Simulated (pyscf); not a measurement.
Structures and frequencies: ωB97X-D3(BJ)/def2-SVP in PySCF. Correlated levels are frozen-core, on RHF or UHF. ΔMP2 is the change of the MP2 total energy from the triple- to the quadruple-zeta basis.

Problem. What is the homolytic dissociation enthalpy (298 K, CCSD(T)/def2-TZVPP + ΔMP2(QZVPP)) of the B–N bond of `[NH2][B]([OH])[OH]`, to NH₂• + [HO–B–OH]•?

Solution. B–N to NH₂• + [HO–B–OH]•: 128.7 kcal/mol. The radicals are drawn with the spin at the cut bond; how far it spreads was not checked. Other isomers of [HO–B–OH]• were not searched in full and may lie lower. The CCSD(T) − MP2 part came from Ansatz, without density fitting, on the same reference.
